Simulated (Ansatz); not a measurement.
Geometry optimisation, RKS B3LYP-D4/def2-SVP in Ansatz 0.2.0.

Input file:

```yaml
crystal:
  periodic: [false, false, false]
  atoms:
    - { symbol: Al, position_ang: [-0.89406, 0.063936, -0.202835] }
    - { symbol: "N", position_ang: [0.719475, 0.450509, 0.643561] }
    - { symbol: O, position_ang: [-0.452417, -1.279076, -1.177624] }
    - { symbol: H, position_ang: [0.452346, -1.35925, -0.825632] }
    - { symbol: H, position_ang: [-2.302317, 0.719931, 0.003893] }
    - { symbol: H, position_ang: [0.86278, 1.158008, 1.360928] }
    - { symbol: H, position_ang: [1.614092, 0.245842, 0.19761] }
basis:
  gaussian: { orbitals: def2-SVP }
hamiltonian:
  xc: b3lyp
  dispersion: d4
relax:
  f_tol: 0.03
  max_steps: 50
```

Run as:

```bash
$ ansatz run input.yaml --threads 1 --pin off --max-ram 2048MiB --backend cpu --events-out ev --progress --plain --runs-dir out
```

Question: Where does it end, and by what steps?

Answer: It converged. After 7 steps the energy has fallen by 0.486 eV; H4 moved furthest, 0.82 Å.

| step | energy less start (eV) | largest force component (eV/Å) | accepted |
| --- | --- | --- | --- |
| 0 | 0.0000 | 1.497 | yes |
| 1 | -0.2118 | 0.860 | yes |
| 2 | -0.3362 | 1.381 | yes |
| 3 | -0.4381 | 0.451 | yes |
| 4 | -0.4684 | 0.607 | yes |
| 5 | -0.4841 | 0.136 | yes |
| 6 | -0.4827 | 0.096 | no |
| 7 | -0.4856 | 0.008 | yes |

```xyz
7
Properties=species:S:1:pos:R:3
Al -0.674 0.013 -0.128
N 0.749 0.680 0.696
O -0.581 -1.326 -1.179
H 0.184 -1.847 -1.431
H -2.092 0.652 0.092
H 0.707 1.475 1.327
H 1.707 0.353 0.624
```

Time of the run: 67 s on 1 thread of Intel(R) Xeon(R) Processor @ 2.50GHz (Skylake/Cascade Lake), on a shared host, peak memory 0.14 GiB.
